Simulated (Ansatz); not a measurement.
What a trial cell of AlAs2 relaxes into

The calculation used DFT r2SCAN, scalar-relativistic, plane waves, PAW in Ansatz 0.2.0. Cutoff 500 eV, Γ-centred k mesh, Gaussian smearing, no spin polarisation in the final step.

AlAs2 was placed on the fluorite structure type (Fm-3m, No. 225), with Al in place of Ca, As in place of F, at a guessed volume.

```
CELL_PARAMETERS angstrom
0.00000 3.02644 3.02644
3.02644 0.00000 3.02644
3.02644 3.02644 0.00000
ATOMIC_POSITIONS crystal
Al 0.00000 0.00000 0.00000
As 0.25000 0.25000 0.25000
As 0.75000 0.75000 0.75000
```

Cell and atoms relax at zero pressure; the relaxation can't lower the symmetry of the start. After a coarse first stage the cell is made exact in the group found at 0.06 Å.

Formation energies are uncorrected and refer to the elements' standard structures at the same level.

Describe the relaxed structure.

It keeps Fm-3m (No. 225). The result has the fluorite structure. Conventional cell: a = 6.240 Å. Al is coordinated by 8 As at 2.70 Å; As is coordinated by 4 Al at 2.70 Å and 6 As at 3.12 Å.

Space group Fm-3m (No. 225). a = 6.240 Å, b = 6.240 Å, c = 6.240 Å, α = 90.00°, β = 90.00°, γ = 90.00°
```json
{"atom": "Al", "site": "4a", "symmetry": "m-3m", "x": "0.0000", "y": "0.0000", "z": "0.0000"}
{"atom": "As", "site": "8c", "symmetry": "-43m", "x": "0.2500", "y": "0.7500", "z": "0.7500"}
```

What are its volume, energy, density and gap?

The volume per atom is 20.25 Å³. The density is 4.83 g/cm³ and the energy over the elements is 0.16 eV/atom. The gap on the 14×14×14 mesh is 0 eV (a metal).

The final run used a 14×14×14 mesh on its 3-atom cell and 0.10 eV smearing. The k mesh leaves about 4 meV/atom of noise in metals. Symmetry constrained the relaxation, so the result can be a saddle point.

Cost: 3 runs of about 1.5 core-minutes in all, on Intel Xeon Platinum 8259CL (Skylake/Cascade Lake) (shared hosts).